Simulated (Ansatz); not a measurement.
Predict the output of the script below (the Ansatz DFT code, driven from Python).

`c4h8n2.py`
```python
'''Conformer energies of C4H8N2.'''

import ansatz as az
from rdkit import Chem
from rdkit.Chem import AllChem

BASIS = 'cc-pVDZ'
FUNCTIONAL = 'r2scan'

rd = Chem.AddHs(Chem.MolFromSmiles('C=CC(=N)CN'))
ids = list(AllChem.EmbedMultipleConfs(rd, numConfs=20, randomSeed=756, pruneRmsThresh=0.4))
field = [energy for _, energy in AllChem.MMFFOptimizeMoleculeConfs(rd)]
distinct = {round(e, 2): i for i, e in zip(ids, field)}
chosen = sorted(distinct.items())[:4]
found = []
for force_field, index in chosen:
    system = az.Crystal.molecule()
    for atom, xyz in zip(rd.GetAtoms(), rd.GetConformer(index).GetPositions()):
        system = system.atom(atom.GetSymbol(), xyz.round(5).tolist())
    setup = (
        system.calculation()
        .basis(gaussian=BASIS)
        .functional(FUNCTIONAL)
    )
    found.append(setup.run(threads=1, pin='off').report['free_energy_ev'])
print('conformer   MMFF (kcal/mol)   this level (kJ/mol)')
for (force_field, index), e in zip(chosen, found):
    print(f'{index:9d} {force_field - chosen[0][0]:17.2f} {96.485332 * (e - min(found)):17.3f}')
```

```console
$ python c4h8n2.py
conformer   MMFF (kcal/mol)   this level (kJ/mol)
        4              0.00            11.216
        0              0.22             0.000
        3              2.13            29.109
        5              2.21            21.641
```

What to keep in mind:
- These settings explore the input space; basis and method may be short of convergence.
- The conformers keep their force-field geometries.
- Timing: 27 s on 1 thread of Arm Neoverse V2 (shared host), peak memory 0.31 GiB.
